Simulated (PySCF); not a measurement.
## SiS: one state, many levels of theory

State: ¹Σ⁺ (singlet), closed shell. Set-up: PySCF, no relativity, basis sets Si 6-31G(d,p), S 6-31G(d,p). De refers to Si + S in their high-spin ground configurations, without counterpoise correction. A positive dipole means Si(−)S(+).

```json
{"Level": "RHF", "Re (Å)": "1.917", "ωe (cm⁻¹)": "817", "De (eV)": "3.64", "μ (D)": "-2.44"}
{"Level": "RHF-MP2", "Re (Å)": "1.944", "ωe (cm⁻¹)": "756", "De (eV)": "5.69", "μ (D)": "n/a"}
{"Level": "RHF-SCS-MP2", "Re (Å)": "1.944", "ωe (cm⁻¹)": "758", "De (eV)": "5.54", "μ (D)": "n/a"}
{"Level": "RHF-CCSD", "Re (Å)": "1.939", "ωe (cm⁻¹)": "772", "De (eV)": "5.36", "μ (D)": "n/a"}
{"Level": "RHF-CCSD(T)", "Re (Å)": "1.951", "ωe (cm⁻¹)": "742", "De (eV)": "5.60", "μ (D)": "n/a"}
{"Level": "LDA", "Re (Å)": "1.951", "ωe (cm⁻¹)": "730", "De (eV)": "7.15", "μ (D)": "-1.57"}
{"Level": "PBE", "Re (Å)": "1.964", "ωe (cm⁻¹)": "716", "De (eV)": "6.31", "μ (D)": "-1.62"}
{"Level": "r²SCAN", "Re (Å)": "1.948", "ωe (cm⁻¹)": "744", "De (eV)": "6.13", "μ (D)": "-1.68"}
{"Level": "PBE0", "Re (Å)": "1.940", "ωe (cm⁻¹)": "760", "De (eV)": "5.98", "μ (D)": "-1.83"}
{"Level": "M06", "Re (Å)": "1.946", "ωe (cm⁻¹)": "749", "De (eV)": "6.31", "μ (D)": "-1.99"}
{"Level": "BHandHLYP", "Re (Å)": "1.928", "ωe (cm⁻¹)": "782", "De (eV)": "5.55", "μ (D)": "-2.07"}
{"Level": "CAM-B3LYP", "Re (Å)": "1.931", "ωe (cm⁻¹)": "775", "De (eV)": "5.81", "μ (D)": "-1.95"}
```

Measured (Huber and Herzberg, Constants of Diatomic Molecules (1979)): Re = 1.929321 Å, ωe = 749.64 cm⁻¹.

The bond length runs from 1.917 Å (RHF) to 1.964 Å (PBE). De spans 3.64 eV (RHF, mean field) to 7.15 eV (LDA, local density). Correlation at CCSD(T) changes the Hartree–Fock bond energy by +1.96 eV; the triples alone change it by +0.24 eV.

Correlated steps freeze 10 core orbitals. Correlated levels converge slowly with the basis: in double zeta they bind strong bonds too weakly, by up to about 1 eV, and carry superposition errors of some tenths. Where the molecule has an RHF reference, its open-shell atoms are computed with UHF. The CCSD T1 diagnostic is raised, a sign that a single reference may not be enough here.
